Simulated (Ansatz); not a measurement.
InP (zinc blende): values from a third-order Birch-Murnaghan fit to a volume scan beside measured ones. Computed values: PBE (plane waves to 420 eV, PAW, scalar-relativistic; Ansatz, a program for electronic structure). InP was relaxed with its symmetry unable to fall.

```
quantity                reference                                       kind    PBE  difference
----------------------  ---------  -----------------------------------------  -----  ----------
Lattice constant a (Å)      5.858  measured, corrected to the static lattice  5.959      +1.7 %
Bulk modulus B₀ (GPa)          72  measured, corrected to the static lattice   59.4     -17.6 %
```

PBE overestimates the lattice constant a by 1.7 %. PBE underestimates the bulk modulus B₀ by 17.6 %.

References as given in: Daniel Mejia-Rodriguez, S. B. Trickey, Physical Review B (2018), arXiv:1807.09216.

(Under strain, the slope of the energy per volume gives the stress and its curvature an elastic modulus.)
